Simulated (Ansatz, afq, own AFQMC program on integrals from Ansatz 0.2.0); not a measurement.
# Breaking Si2–O1 in SiH2O2, singlet

```
atom    x (Å)    y (Å)    z (Å)
   O  -1.4552  -0.1045  -0.2789
  Si  -0.2173  -0.8052   0.5782
   O   1.0336   0.1917   0.0644
   H  -1.2144   0.6506  -0.8336
   H   1.9033  -0.0062   0.4284
```

Products: SiHO (doublet; Si–OH) and HO (doublet), each relaxed with PBE0/def2-SVP like the molecule; electronic energies without zero-point terms. Determinants: RHF, UHF and UHF in that order.

Basis def2-TZVP. Only valence electrons are correlated. AFQMC by an in-house program on the Cholesky factors that Ansatz 0.2.0 writes for its CCSD(T) run. The CISD trial takes its coefficients from CCSD amplitudes. Released means that phaseless walkers are propagated on without the constraint, phases kept. ± is one standard error of the sampling. The errors of all members are added in quadrature.

No full CI on the walks' own integrals is used here. The released AFQMC energy serves as the reference, which it does only where one determinant dominates, the energy is flat over the last release times and near the phaseless one (40 meV or 2 meV an electron, half that with transition metals). On small molecules, where full CI could be run and the noise was under 10 meV, such values lay within 10 meV of it in 19 cases of 20, a flattering rate, since the rule was set on those same cases; what remains of the bias isn't in the error bar. Each member takes its own surest rung, up to full CI.

The best estimate is CCSD(T) at the basis-set limit (CBS: def2-TZVPP and def2-QZVPP, with their diffuse functions for anions and beside diffuse sets, CCSD(T) itself extrapolated) plus the step from CCSD(T) to AFQMC with the constraint released in def2-TZVP. Rows without CBS are in def2-TZVP; B2PLYP and the wave-function rows carry a basis error of their own. Core correlation and relativity beyond core potentials are missing, and ± holds the sampling alone.

Cautions: SiH₂O₂ (singlet): the released value is read at 1.50 1/Eh with a noise of 12 meV, more than in the cases checked (meV from the phaseless value at times in 1/Eh: -6 ± 7 at 0.24, -16 ± 6 at 0.51, -8 ± 9 at 0.99, -18 ± 12 at 1.50); SiHO (doublet): its ph-AFQMC/CISD value lies 20 ± 5 meV above CCSDT(Q).

Best estimate: 545.0 ± 1.2 kJ/mol.

```json
{"level": "HF", "bond energy (kJ/mol)": "386.8", "error against the best estimate (kJ/mol)": "-158.2 ± 1.2"}
{"level": "MP2", "bond energy (kJ/mol)": "560.9", "error against the best estimate (kJ/mol)": "15.9 ± 1.2"}
{"level": "CCSD", "bond energy (kJ/mol)": "515.0", "error against the best estimate (kJ/mol)": "-30.0 ± 1.2"}
{"level": "CCSD(T)", "bond energy (kJ/mol)": "526.6", "error against the best estimate (kJ/mol)": "-18.4 ± 1.2"}
{"level": "ph-AFQMC/CISD", "bond energy (kJ/mol)": "527.8 ± 0.9", "error against the best estimate (kJ/mol)": "-17.2 ± 1.4"}
{"level": "released AFQMC", "bond energy (kJ/mol)": "526.3 ± 1.5", "error against the best estimate (kJ/mol)": "-18.7"}
{"level": "HF/CBS", "bond energy (kJ/mol)": "387.9", "error against the best estimate (kJ/mol)": "-157.1 ± 1.2"}
{"level": "MP2/CBS", "bond energy (kJ/mol)": "578.8", "error against the best estimate (kJ/mol)": "33.8 ± 1.2"}
{"level": "CCSD(T)/CBS", "bond energy (kJ/mol)": "544.7", "error against the best estimate (kJ/mol)": "-0.3 ± 1.2"}
{"level": "PBE", "bond energy (kJ/mol)": "532.8", "error against the best estimate (kJ/mol)": "-12.2 ± 1.2"}
{"level": "r2SCAN", "bond energy (kJ/mol)": "524.4", "error against the best estimate (kJ/mol)": "-20.6 ± 1.2"}
{"level": "PBE0", "bond energy (kJ/mol)": "519.0", "error against the best estimate (kJ/mol)": "-26.1 ± 1.2"}
{"level": "B3LYP", "bond energy (kJ/mol)": "516.7", "error against the best estimate (kJ/mol)": "-28.4 ± 1.2"}
{"level": "wB97M-V", "bond energy (kJ/mol)": "546.0", "error against the best estimate (kJ/mol)": "1.0 ± 1.2"}
{"level": "B2PLYP", "bond energy (kJ/mol)": "529.1", "error against the best estimate (kJ/mol)": "-15.9 ± 1.2"}
```

Correlation beyond CCSD(T) changes it by less than twice the noise. Going to the basis-set limit adds 18.1 kJ/mol at CCSD(T). The perturbative (T) step is worth +11.6 kJ/mol. The functionals spread over 29.3 kJ/mol; wB97M-V comes nearest and B3LYP is 28.4 kJ/mol too low.

Best estimates are given only where the step beyond CCSD(T) is under 0.3 eV and no member's determinant is very poor (T1 over 0.05, or 0.07 for open shells, ⟨S²⟩ too high by 0.3, two states mixed), so the hardest cases are missing from such tables.

The functionals ran in a triple-zeta set and keep a basis error of their own, a few kJ/mol for each bond in atomization energies and more for double hybrids, so close places among them and the extrapolated levels can swap.

Each member of a difference takes its own highest rung, so a best estimate needn't equal the limit plus the step of one row. A walk keeps the symmetry of its determinant, which the program's search chose and which needn't be the lowest solution, so a lower state of the same spin and another symmetry isn't excluded. Released energies are given only where the last usable release times agree within the noise; a slower fall can still hide under it.
